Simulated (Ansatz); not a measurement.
Ansatz (a program for electronic structure) input:

Ansatz 0.2 input:
```yaml
crystal:
  periodic: [false, false, false]
  atoms:
    - {symbol: B, position_ang: [-0.13507983, -0.08356759, -0.00055119]}
    - {symbol: F, position_ang: [-1.20106340, -0.74304188, -0.00490091]}
    - {symbol: F, position_ang: [0.15531140, 1.17784433, -0.42166963]}
    - {symbol: F, position_ang: [1.12079636, -0.38837601, 0.42687676]}
basis:
  gaussian:
    orbitals: def2-TZVPD
hamiltonian:
  xc: {name: r2SCAN}
total_charge: 1
magnetization: {spin_polarized: true, initial_magnetization: 1}
output: {forces: true}
```

Problem. What final total energy does it print?

Solution. -324.02797 Eh (r2SCAN/def2-TZVPD). The basis has 157 functions.
